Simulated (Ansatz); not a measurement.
We consider tetradymite Bi2Se3, described by r²SCAN-D4 (Ansatz, a first-principles code, PAW).

Input:

Ansatz 0.2 input:
```yaml
crystal:
  lattice:
    - [9.7692844983, -2.0462244281, 0.032374412]
    - [9.7692844983, 2.0462244281, 0.032374412]
    - [9.3290387462, 0.0, 3.5490897699]
  atoms:
    - { symbol: Bi, position: [0.3989541914, 0.3989541914, 0.3989541914] }
    - { symbol: Bi, position: [0.6010458086, 0.6010458086, 0.6010458086] }
    - { symbol: Se, position: [0.0, 0.0, 0.0] }
    - { symbol: Se, position: [0.2151733117, 0.2151733117, 0.2151733117] }
    - { symbol: Se, position: [0.7848266883, 0.7848266883, 0.7848266883] }
basis:
  ecutwfc: 560
  ecutrho_ratio: 4
  xc_grid: 3
kpoints:
  mp_grid: { grid: [10, 10, 10] }
hamiltonian:
  xc: r2scan
  dispersion: d4
  pseudopotentials: { kind: paw }
scf:
  occupations: { method: fermi_dirac, width: 0.01 }
output:
  forces: true
  stress: true
  eigenvalues: true
relax:
  f_tol: 0.004
  escape_saddle: false
  max_steps: 80
  cell: { stress_tol: 0.02, fix: [volume] }
```

From the output:

```
Relaxation: its limit of steps is 80 (relax.max_steps)
Crystal: 5 atoms, lattice volume = 140.658 Å³
Basis set: ecut = 560 eV, 4201 PW (Γ), FFT grids on a1−a3, a2−a3, a3, exchange–correlation on 96×96×240 points (27 copies of the dense FFT grid, shifted against one another)
Bands: 47, of which v1, the nominal top of the filled ones, is band 39 counted from 1 (38 counted from 0)
Symmetry: 12 space group operations
Space group: R-3m (ITA 166), of the structure as read, at distance tolerance 5.2e-5 Å
k-points: 116 of 1000
Functional: x = r2scan, c = r2scan; τ floored in thin density (d = 2e-4 eV/Å³)
SCF iter   1: F=—  HF=-41259.304889 eV  |F-HF|=—  |Δ(HF+E_count)|=         —  Δρ=4.50e-3  dr2=5.72e-2  dr2_τ=1.26e-2
SCF iter   2: F=—  HF=-41259.319685 eV  |F-HF|=—  |Δ(HF+E_count)|=   1.48e-2  Δρ=2.30e-3  dr2=9.15e-3  dr2_τ=4.96e-4
  ...
SCF 1 converged in 7 iterations: F = -41259.320138 eV  dr2 = 7.78e-8
Crystal: 5 atoms, lattice volume = 140.658 Å³
Basis set: ecut = 560 eV, 4213 PW (Γ), FFT grids on a1−a3, a2−a3, a3, exchange–correlation on 96×96×240 points (27 copies of the dense FFT grid, shifted against one another)
Initial density: handed on by an earlier stage of this run
SCF 2 converged in 8 iterations: F = -41259.287490 eV  dr2 = 1.67e-7
Crystal: 5 atoms, lattice volume = 140.658 Å³
Basis set: ecut = 560 eV, 4183 PW (Γ), FFT grids on a1−a3, a2−a3, a3, exchange–correlation on 96×96×240 points (27 copies of the dense FFT grid, shifted against one another)
SCF 3 converged in 12 iterations: F = -41259.345333 eV  dr2 = 1.09e-12
Crystal: 5 atoms, lattice volume = 140.658 Å³
SCF 4 converged in 6 iterations: F = -41259.345401 eV  dr2 = 2.79e-9
Crystal: 5 atoms, lattice volume = 140.658 Å³
SCF iter   5: F=—  HF=-41259.345403 eV  |F-HF|=—  |Δ(HF+E_count)|=  1.16e-10  Δρ=1.50e-7  dr2=1.46e-10  dr2_τ=3.30e-12
SCF iter   6: F=-41259.345403 eV  HF=-41259.345403 eV  |F-HF|=5.09e-11  |Δ(HF+E_count)|=  7.28e-12  Δρ=6.26e-8  dr2=4.72e-12  dr2_τ=3.55e-13
SCF 5 converged in 6 iterations: F = -41259.345403 eV  dr2 = 4.72e-12
SCF converged after 6 iterations
Free energy (F): -41259.345403 eV
Internal energy: -41259.345403 eV  (E = F + TS)
E sigma→0 (E₀):  -41259.345403 eV
Fermi energy:    9.316501 eV
--- Forces (eV/Å), atoms counted from 1 ---
  atom   1  Bi     0.00060384    -0.00000000     0.00007559
  atom   2  Bi    -0.00060384     0.00000000    -0.00007559
  atom   3  Se    -0.00000000     0.00000000     0.00000000
  atom   4  Se     0.00151820    -0.00000000     0.00019006
  atom   5  Se    -0.00151820     0.00000000    -0.00019006
--- Stress (GPa, compression-positive) ---
        1.428500      -0.000000      -0.002622
       -0.000000       1.449443       0.000000
       -0.002622       0.000000       1.449115
  P = ⅓ Tr σ = 1.4424 GPa (14.424 kbar)
```

The cell is one volume of an energy–volume scan, off the minimum.

The PAW data were made under PBE.

Computing time: about 5 core-minutes (a rough figure).
